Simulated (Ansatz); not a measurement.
## How methods differ on BH3Cl− (SMILES [BH3-]Cl)

The species is BH3Cl− (5 atoms), meant as a singlet with charge -1. As SMILES, `[BH3-]Cl`. The shape is that of a GFN2-xTB optimisation.

| atom | x (Å) | y (Å) | z (Å) |
| --- | --- | --- | --- |
| B | 0.0824 | -0.0479 | 0.1359 |
| Cl | -0.8459 | 0.4965 | -1.3970 |
| H | 1.2231 | -0.2546 | -0.2031 |
| H | -0.4601 | -1.0514 | 0.5327 |
| H | 0.0005 | 0.8574 | 0.9314 |

Quantity: the energy change with the B1–H5 bond stretched from 1.208 to 3.020 Å, in eV. The values are calculated.

```csv
level,kind,program,value (eV),less FCI/STO-3G,CPU time (all runs)
HF/STO-3G (restricted),Hartree–Fock,Ansatz,8.61,+2.88,0.15 s
r2SCAN/STO-3G (restricted),meta-GGA,Ansatz,6.49,+0.76,4.2 s
PBE0/STO-3G (restricted),global hybrid,Ansatz,6.93,+1.20,1.7 s
r2SCAN0/STO-3G (restricted),hybrid meta-GGA,Ansatz,7.15,+1.42,4 s
wB97M-V/STO-3G (restricted),range-separated hybrid,Ansatz,7.25,+1.52,25 s
RPA@PBE/STO-3G (restricted),RPA,Ansatz,5.78,+0.05,2.6 s
MP2/STO-3G (restricted),perturbation theory,Ansatz,7.08,+1.35,0.18 s
CCSD/STO-3G (restricted),coupled cluster or CI,Ansatz,5.83,+0.10,0.23 s
FCI/STO-3G,exact in the basis,Ansatz,5.73,0.00,0.92 s
```

FCI/STO-3G is exact within its basis and frozen core, so for wave-function methods in that basis the difference is their error; functionals converge differently with the basis, so for them it is only a difference. Spin-restricted single references rise too steeply as a bond breaks, Hartree–Fock most of all. Perturbation and coupled-cluster corrections on them can overshoot downwards. Sets without diffuse functions describe the anion poorly. The first shape isn't each level's own minimum. The values span 5.73 to 8.61 eV. All rows use very small basis sets, so even the best lies far from the true value. CPU times are rough (shared hosts, several kinds of processor): they show what a rung costs within a factor of a few.
